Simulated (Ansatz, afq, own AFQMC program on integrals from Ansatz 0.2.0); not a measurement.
**SiH$_{2}$O, triplet: AFQMC among the cluster methods**

```xyz
4

Si    0.0249   -0.1488    0.5922
O    -0.0938    0.1779   -1.0249
H     0.0715    1.1721    1.2957
H     0.7232    0.1517   -1.5280
```

Connectivity, by distances: SiH–OH.

Basis cc-pVDZ. Only valence electrons are correlated. AFQMC by an in-house program on the Cholesky factors that Ansatz 0.2.0 writes for its CCSD(T) run. ph-AFQMC/CISD is guided by a CISD state made of CCSD amplitudes; releasing the constraint for a short imaginary time cuts its bias at the price of noise, slowly where states lie close. Error bars are statistical, one sigma.

Determinant: UHF, the one that the program's search chose, which needn't be the lowest solution. The geometry is a point of a scan.

No full CI on the walks' own integrals is used here; CCSDT(Q) serves as the reference and is uncertain by about the last step of the cluster series.

Cautions: lower spins were not checked; the released energies move by 1.5 errors or more from one time to the next, so no released level is given (meV from the phaseless value at times in 1/Eh: -7 ± 16 at 0.24, -4 ± 12 at 0.51, 17 ± 14 at 0.99, -15 ± 16 at 1.62, 49 ± 21 at 2.40), though the last usable value meets CCSDT(Q) within the noise.

- T1 diagnostic: 0.0212
- weight of the determinant in the CISD state: 0.897
- ⟨S²⟩ of the determinant: 2.006
- size of the correlated space: 12 electrons in 36 orbitals

Reference: CCSDT(Q), correlation energy -7.664 eV.

```
        level  E − E(reference) (mEh)  share of correlation (%)
           HF                  281.65                      0.00
          MP2                   27.21                     90.34
         CCSD                    7.66                     97.28
      CCSD(T)                    1.42                     99.49
        CCSDT                    0.71                     99.75
ph-AFQMC/CISD            -0.58 ± 0.60                    100.21
```
